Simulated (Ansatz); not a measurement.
# Al: from a trial structure to a relaxed crystal

The calculation used DFT r2SCAN, scalar-relativistic, plane waves, PAW in Ansatz 0.2.0.

Al was placed on the alpha-boron structure type (R-3m, No. 166), at a guessed volume.

The final relaxation ran on this input, with the default PAW datasets:

```yaml
crystal:
  lattice:
    - [3.5371720856, 2.0421872558, 6.4516794321]
    - [-3.5371720856, 2.0421872558, 6.4516794321]
    - [0.0, -4.0843745116, 6.4516794321]
  atoms:
    - { symbol: Al, position: [0.0196142115, 0.6422681725, 0.0196142115] }
    - { symbol: Al, position: [0.0196142115, 0.0196142115, 0.6422681725] }
    - { symbol: Al, position: [0.6422681725, 0.0196142115, 0.0196142115] }
    - { symbol: Al, position: [0.9803857885, 0.3577318275, 0.9803857885] }
    - { symbol: Al, position: [0.3577318275, 0.9803857885, 0.9803857885] }
    - { symbol: Al, position: [0.9803857885, 0.9803857885, 0.3577318275] }
    - { symbol: Al, position: [0.2284841, 0.6189002943, 0.2284841] }
    - { symbol: Al, position: [0.2284841, 0.2284841, 0.6189002943] }
    - { symbol: Al, position: [0.6189002943, 0.2284841, 0.2284841] }
    - { symbol: Al, position: [0.7715159, 0.3810997057, 0.7715159] }
    - { symbol: Al, position: [0.3810997057, 0.7715159, 0.7715159] }
    - { symbol: Al, position: [0.7715159, 0.7715159, 0.3810997057] }
basis:
  ecutwfc: 500
kpoints:
  mp_grid: { grid: [6, 6, 6] }
hamiltonian:
  xc: r2scan
scf:
  occupations: { method: gaussian, width: 0.1 }
output:
  forces: true
  stress: true
  eigenvalues: true
relax:
  adjacent_minimum: "off"
  f_tol: 0.01
  max_steps: 80
  cell: { stress_tol: 0.05 }
```

It can be run as:

```bash
ansatz run input.yaml --threads 1 --pin off --backend cpu --events-out ev --progress --plain --runs-dir out  # memory cap (--max-ram) not shown
```

End of the output:

```
SCF converged after 4 iterations
Free energy (F): -6481.766108 eV
Harris-Foulkes:  -6481.766108 eV  (|F-HF|=1.07e-10)
Internal energy: -6481.762817 eV  (E = F + TS)
E sigma→0 (E₀):  -6481.764462 eV
Entropy (-TS):   -0.003291 eV (-0.274 meV/atom)
Fermi energy:    4.365571 eV
--- Per-component energies (eV) ---
  E_band       = 8.604794
  E_kinetic    = 261.825111
  E_local      = -128.229966  (includes V_loc(G=0)·N_el)
  E_nonlocal   = 121.482200
  E_hartree    = 69.563734
  E_xc         = -429.644424
  E_vxc        = -356.045499  (∫ρ·V_xc dr)
  E_paw        = -5679.327977  (= ΣΔE_a)
  E_vpaw       = -42.730563  (= ΣTr[D̂ρ^β])
  E_aug_tail   = -0.000009  (compensation charges beyond the density's cutoff)
  E_vtau       = 13.176049  (kinetic-family band-sum trace: ∫τ·v_τ [+ j·A + Jᵃ·Aᵃ] dr)
  E_ewald      = -696.710188
  E_core_change = -0.721297  (= ΣΔE_core)
  E_smearing   = -0.003291  (= −TS)
  E_closure    = 0.000000  (closes the sum)
  Σ components = -6481.766108   (vs F -6481.766108, Δ=0.00e0)
--- Forces (eV/Å), atoms counted from 1 ---
  atom   1  Al    -0.00183736     0.00106080     0.00203605
  atom   2  Al     0.00000000    -0.00212160     0.00203605
  atom   3  Al     0.00183736     0.00106080     0.00203605
  atom   4  Al     0.00183736    -0.00106080    -0.00203605
  atom   5  Al    -0.00183736    -0.00106080    -0.00203605
  atom   6  Al     0.00000000     0.00212160    -0.00203605
  atom   7  Al     0.00160761    -0.00092815    -0.00009775
  atom   8  Al     0.00000000     0.00185631    -0.00009775
  atom   9  Al    -0.00160761    -0.00092815    -0.00009775
  atom  10  Al    -0.00160761     0.00092815     0.00009775
  atom  11  Al     0.00160761     0.00092815     0.00009775
  atom  12  Al     0.00000000    -0.00185631     0.00009775
  max |Σ_I F_I| component: 5.62e-18 eV/Å
--- Stress (GPa, compression-positive) ---
       -0.008079       0.000000       0.000000
        0.000000      -0.008079       0.000000
        0.000000       0.000000      -0.011189
  P = ⅓ Tr σ = -0.0091 GPa (-0.091 kbar)
--- Relaxed structure (3 steps of the walk, 3 accepted, 1 SCFs on fresh bases) ---
  F+E_penalty+E_count = -6481.76610776 eV   max|allowed force component| = 2.122e-3 eV/Å   (the final SCF, on the basis selected at the relaxed cell)
  cell:  # Å, volume = 280.9837 Å³
    - [3.549598, 2.049361, 6.437723]
    - [-3.549598, 2.049361, 6.437723]
    - [0.000000, -4.098722, 6.437723]
  atoms:
    - { symbol: Al, position: [0.019424, 0.642495, 0.019424] }
    - { symbol: Al, position: [0.019424, 0.019424, 0.642495] }
    - { symbol: Al, position: [0.642495, 0.019424, 0.019424] }
    - { symbol: Al, position: [0.980576, 0.357505, 0.980576] }
    - { symbol: Al, position: [0.357505, 0.980576, 0.980576] }
    - { symbol: Al, position: [0.980576, 0.980576, 0.357505] }
    - { symbol: Al, position: [0.228007, 0.618317, 0.228007] }
    - { symbol: Al, position: [0.228007, 0.228007, 0.618317] }
    - { symbol: Al, position: [0.618317, 0.228007, 0.228007] }
    - { symbol: Al, position: [0.771993, 0.381683, 0.771993] }
    - { symbol: Al, position: [0.381683, 0.771993, 0.771993] }
    - { symbol: Al, position: [0.771993, 0.771993, 0.381683] }
```

Absolute energies hang on the potentials; compare differences alone.

The result has space group R-3m (No. 166). Al on Wyckoff site h (6 atoms of the primitive cell) has 6 Al at 2.54–2.70 Å; around Al on Wyckoff site h (6 atoms of the primitive cell) lie 7 Al at 2.68–2.77 Å.

It lies 0.26 eV/atom above the element's standard state at the same level.

The k mesh leaves about 4 meV/atom of noise in metals.

Symmetry constrained the relaxation, so the result can be a saddle point.